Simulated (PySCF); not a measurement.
A thermochemical cycle for C2

PBE in PySCF with def2-TZVPPD on every atom, for the lowest determinant that a PBE0 search found; no spin–orbit coupling. C2, a triplet (σ ↑, π ↑), has De = 6.91 eV to neutral atoms, and C₂⁺, a quartet (σ ↑, π ↑↑), has De = 6.58 eV to C⁺ + C.

The adiabatic ionisation energy of C2, between the minima, is 11.86 eV.

Which ionisation energy of the C atom does this level give?

IE(C) = IE(molecule) + De(ion) − De(neutral) = 11.86 + 6.58 − 6.91 = 11.53 eV; the measured value is 11.26 eV (NIST ASD).

States were picked by a PBE0 search and need not be the measured ground states.
